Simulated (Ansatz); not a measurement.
Basis-set extrapolation for C$_{3}$H$_{8}$O (`CCCO`) (PBE0-D4/def2-TZVP geometry, frozen core, Ansatz 0.2.0). Multiplicity 1, RHF reference.

```csv
,def2-TZVPP,def2-QZVPP
HF,-193.197505,-193.206969
MP2 correlation,-0.773662,-0.826695
CCSD(T) correlation,-0.842828,not run
```

Energies in hartree. Use E(X) = E(∞) + A·exp(−7.88·√X) for Hartree–Fock and E(X) = E(∞) + B·X^(−2.97) for correlation, with X = 3 and 4, and add CCSD(T) minus MP2 of the smaller set to the MP2 limit.

Problem. What is the CCSD(T) energy at the basis-set limit?

Solution. HF limit: -193.206969 + (-0.009464) × 0.13774 = -193.20827. MP2 limit: -0.826695 + (-0.053033) × 0.74074 = -0.86598. Higher-order term: -0.842828 − (-0.773662) = -0.06917. Total: -194.14342 hartree, 270.7 kJ/mol below CCSD(T)/def2-TZVPP.
